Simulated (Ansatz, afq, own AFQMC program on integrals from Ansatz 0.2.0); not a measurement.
**SiGeH₄, singlet in 6-31G along one coordinate**

```csv
atom,x (Å),y (Å),z (Å)
Si,-0.0007,-0.0931,1.7691
Ge,-0.0001,0.0132,-0.6582
H,0.0020,1.4326,1.8041
H,-0.0315,-1.3611,-1.3540
H,1.2699,0.7478,-1.1427
H,-1.2124,0.8215,-1.1701
```

The Si1–Ge2 distance is changed with both sides rigid. Energies in kcal/mol count from this geometry (2.430 Å) at the same level; the start stands on RHF, each point on the determinant named.

Basis 6-31G. Noble-gas cores (and the filled d shells of Ga–Kr and In–Xe) are frozen. Ansatz 0.2.0 and our own AFQMC program on the same integrals; the CISD trial comes from CCSD amplitudes, and released means the phaseless constraint is let go. Error bars are statistical, one sigma. No spin–orbit coupling.

Cautions, each for one point or more: cluster runs in doubt by the program's own checks; higher spins were not checked; inner d shell frozen; no relativity below Rb; no spin-orbit coupling; restricted determinant unstable towards unrestricted; strong correlation.

```json
{"r(Si1–Ge2) / Å": "1.944", "det.": "RHF", "T1": "0.014", "weight": "0.89", "CCSD(T)": "59.1", "ph-AFQMC/CISD": "59.2 ± 0.2", "released AFQMC": "58.9 ± 0.2*", "CCSD": "59.3", "B2PLYP": "54.7§"}
{"r(Si1–Ge2) / Å": "2.894", "det.": "RHF", "T1": "0.012", "weight": "0.88", "CCSD(T)": "5.6", "ph-AFQMC/CISD": "6.0 ± 0.2", "released AFQMC": "5.3 ± 0.2*", "CCSD": "5.7", "B2PLYP": "7.8"}
{"r(Si1–Ge2) / Å": "3.966", "det.": "RHF", "T1": "0.026", "weight": "0.78", "CCSD(T)": "35.2", "ph-AFQMC/CISD": "35.4 ± 0.3", "released AFQMC": "35.0 ± 0.4*", "CCSD": "36.9", "B2PLYP": "43.8§"}
```

Weight is that of the determinant in the CISD state; at the start T1 is 0.012 and the weight 0.89. An asterisk marks released energies that aren't shown to be converged. Symmetry can't show for every point that it stays on the start's state. § marks a functional whose ⟨S²⟩ is too high by over 0.1. Largest departures from phaseless AFQMC with a CISD trial: CCSD(T) -0.5 kcal/mol at 2.894 (on RHF), CCSD 1.5 kcal/mol at 3.966 (on RHF). The walk's constraint bias lies outside its error bars, so these are departures and not errors. The functionals aren't scored here. In this small basis the wave-function levels are far from their limit, so their gap to the functionals isn't the functionals' error.

Some points may be missing: those where a free walk finds a much lower state, and past Zn most of those on another determinant than at the start.
